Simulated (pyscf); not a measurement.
# Substitution at Ge: F–GeH₂–F + H atom (H•) → F–GeH₂–F + H atom (H•)

Gas phase, doublet surface, charge 0. Bonds broken: Ge2–H4. Bonds formed: Ge2–H6. PySCF, gas phase, ωB97X-D3(BJ)/def2-SVP geometries. Correlated levels are frozen-core, on RHF or UHF. ΔMP2 is the change of the MP2 total energy from the triple- to the quadruple-zeta basis.

Transition state (Å):

```xyz
6

F      1.1430     1.0767    -1.0911
Ge     1.0702    -0.0281     0.2529
F      1.5732     1.0822     1.4960
H     -0.4153    -0.5635    -0.3371
H      2.1111    -1.1244     0.0781
H     -0.1380    -0.5723     1.2904
```

One imaginary mode, 525i cm⁻¹; descent along it reached the two sides named.

```tsv
bond	change	reactant side (Å)	saddle	product side
Ge2–H4	breaks	1.525	1.686	3.5
Ge2–H6	forms	3.6	1.683	1.525
```

Electronic energies relative to the separated reactants (kcal/mol):

```
level                             barrier  reaction energy  reverse barrier
--------------------------------  -------  ---------------  ---------------
ωB97X-D3(BJ)/def2-TZVP               15.1              0.0             15.1
PBE/def2-TZVP                         9.8              0.0              9.8
r²SCAN/def2-TZVP                      8.5              0.0              8.5
B3LYP-D3(BJ)/def2-TZVP               11.4              0.0             11.4
PBE0-D3(BJ)/def2-TZVP                12.2              0.0             12.2
M06-2X/def2-TZVP                     15.6              0.0             15.6
ωB97M-D3(BJ)/def2-TZVP               15.3              0.0             15.3
HF/def2-TZVP                         28.3              0.0             28.3
MP2/def2-QZVPP                       19.1              0.0             19.1
CCSD/def2-TZVPP                      16.6              0.0             16.6
CCSD(T)/def2-TZVPP                   15.6              0.0             15.6
CCSD(T)/def2-TZVPP + ΔMP2(QZVPP)     15.3              0.0             15.3
```

With CCSD(T)/def2-TZVPP + ΔMP2(QZVPP) energies and thermal terms (ideal gas, 1 atm, RRHO with modes under 100 cm⁻¹ raised to 100, one conformer, R ln 2 for chiral ones without a mode under 150 cm⁻¹), in kcal/mol:

| T (K) | ΔH‡ | ΔG‡ | ΔH | ΔG |
|---|---|---|---|---|
| 298 | 15.3 | 22.1 | 0.0 | 0.0 |
| 600 | 14.6 | 29.4 | 0.0 | 0.0 |
| 900 | 14.2 | 36.9 | 0.0 | 0.0 |
| 1200 | 13.9 | 44.5 | 0.0 | 0.0 |

The same reactants have a lower exit, to F–GeH•–F + H₂ (barrier +3.8 kcal/mol at ωB97M-D3(BJ), against +15.3 kcal/mol here). This is the saddle that the search found; another between the same sides may lie lower. The angle at the attacked Ge is 59° (front-side attack). The CCSD(T) − MP2 part came from Ansatz, without density fitting, on the same reference. The frozen core leaves the outer d or s,p core shells of the metals and heavy elements correlated in the MP2 and CC values, and def2-TZVPP describes them poorly, which can shift differences by a few kcal/mol. Elements up to Kr have no core potential and no relativistic terms here.
